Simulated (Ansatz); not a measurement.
System: Ga2O3 (C2/m, No. 12). Method: r²SCAN+rVV10 in Ansatz (PAW).

Settings: plane-wave cutoff 500 eV, 14×14×8 k mesh (along the axes of the cell as run), Fermi–Dirac smearing 0.05 eV, scalar-relativistic PAW data made under PBE.

Computed at the level's own relaxed cell.

**Question.** Give the computed equilibrium volume per atom and band gap.

**Answer.** 
equilibrium volume per atom: 10.42 Å³/atom
band gap: 3.05 eV (on the SCF k mesh)

Measured, for comparison: band gap 4.85 ± 0.1 eV (room temperature, no zero-point or thermal correction, ARPES, indirect, as cited; as tabulated in Mengle et al. (2016), arXiv:1902.02681).

Note: the relaxation could not lower the start's symmetry, so the cell can be a saddle point above a distorted one.

Spin–orbit coupling is not included.

The computed numbers hold no vibrational or temperature effects.

The result took very roughly 30 core-minutes.

Ansatz is an electronic-structure program.
